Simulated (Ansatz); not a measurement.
Ansatz (a quantum-chemistry and plane-wave program) input (PBE/6-31G*):

Ansatz 0.2 input:
```yaml
crystal:
  periodic: [false, false, false]
  atoms:
    - {symbol: Al, position_ang: [-0.00000000, 0.00000000, -0.00000000]}
    - {symbol: Cl, position_ang: [-0.00589700, 2.07624800, 0.02827800]}
    - {symbol: Cl, position_ang: [1.80113700, -1.03281500, -0.02893200]}
    - {symbol: Cl, position_ang: [-1.79524000, -1.04343200, 0.00065400]}
basis:
  gaussian:
    orbitals: 6-31G*
hamiltonian:
  xc: {name: PBE}
relax: {f_tol: 0.003, max_steps: 120}
```

Output:

```
Functional definition: PBE
integrals: 0.03 GiB planned
881 factors; their error is unknown
mean field: 0.16 GiB planned
mean field evaluation 1: about -44148.2181 eV, gradient 2.2e1 eV
mean field evaluation 2: about -44147.2339 eV, gradient 2.9e1 eV
mean field evaluation 4: about -44149.5742 eV, gradient 7.1e-1 eV
mean field evaluation 8: about -44149.5521 eV, gradient 2.3e-3 eV
mean field -44149.55205142 eV, -1622.4661122484 hartree, gradient 1.7e-5 eV, S^2 0.000000; 0 other end points of the search recorded, 0 dependent functions left out
the calculation of the forces begins
reference -44149.55208870 eV, -1622.4661136184 hartree; 32, 32 occupied and 44, 44 virtual orbitals, 881 factors
relax step   1: F+E_penalty+E_count = -44149.55205142 eV  Δ(F+E_penalty+E_count) = +0.000e0 eV  max|allowed force component| = 3.067e-1 eV/Å  Δτ_max = 0.0000 Å  (23 SCF iters, accepted)
these checks for a lower state are left out or cut short: starts, cluster_reference, orbital_swaps, neighbouring_geometries, increment
integrals: 0.03 GiB planned
881 factors; their error is unknown
mean field: 0.16 GiB planned
mean field evaluation 16: about -44149.5833 eV, gradient 1.7e-3 eV
mean field -44149.55963012 eV, -1622.4663907606 hartree, gradient 1.7e-5 eV, S^2 0.000000; 0 other end points of the search recorded, 0 dependent functions left out
the calculation of the forces begins
reference -44149.55966740 eV, -1622.4663921307 hartree; 32, 32 occupied and 44, 44 virtual orbitals, 881 factors
relax step   2: F+E_penalty+E_count = -44149.55963012 eV  Δ(F+E_penalty+E_count) = -7.579e-3 eV  max|allowed force component| = 1.634e-2 eV/Å  Δτ_max = 0.0158 Å  (24 SCF iters, accepted)
these checks for a lower state are left out or cut short: starts, cluster_reference, orbital_swaps, neighbouring_geometries, increment
integrals: 0.03 GiB planned
881 factors; their error is unknown
mean field: 0.16 GiB planned
mean field -44149.55965273 eV, -1622.4663915914 hartree, gradient 1.7e-5 eV, S^2 0.000000; 0 other end points of the search recorded, 0 dependent functions left out
the calculation of the forces begins
reference -44149.55969001 eV, -1622.4663929615 hartree; 32, 32 occupied and 44, 44 virtual orbitals, 881 factors
relax step   3: F+E_penalty+E_count = -44149.55965273 eV  Δ(F+E_penalty+E_count) = -2.261e-5 eV  max|allowed force component| = 7.114e-4 eV/Å  Δτ_max = 0.0009 Å  (17 SCF iters, accepted)
integrals: 0.03 GiB planned
881 factors; their error is unknown
mean field: 0.16 GiB planned
mean field evaluation 32: about -44149.5224 eV, gradient 4.6e0 eV
mean field -44149.55965273 eV, -1622.4663915914 hartree, gradient 1.7e-5 eV, S^2 0.000000; 1 other end points of the search recorded, 0 dependent functions left out
the calculation of the forces begins
reference -44149.55969001 eV, -1622.4663929615 hartree; 32, 32 occupied and 44, 44 virtual orbitals, 881 factors
Total energy: -44149.55969001 eV, -1622.4663929615 hartree
Atom 0 at    -0.000000     0.000001     0.000000 Å, force    -0.000000     0.000006     0.000000 eV/Å
Atom 1 at    -0.005944     2.092937     0.028505 Å, force    -0.000002     0.000711     0.000010 eV/Å
Atom 2 at     1.815610    -1.041117    -0.029165 Å, force     0.000623    -0.000357    -0.000010 eV/Å
Atom 3 at    -1.809666    -1.051819     0.000659 Å, force    -0.000620    -0.000361     0.000000 eV/Å
Dipole moment:     0.000000    -0.000001    -0.000000 e Å
```

The geometry given is a B3LYP-D3(BJ)/def2-TZVP minimum.
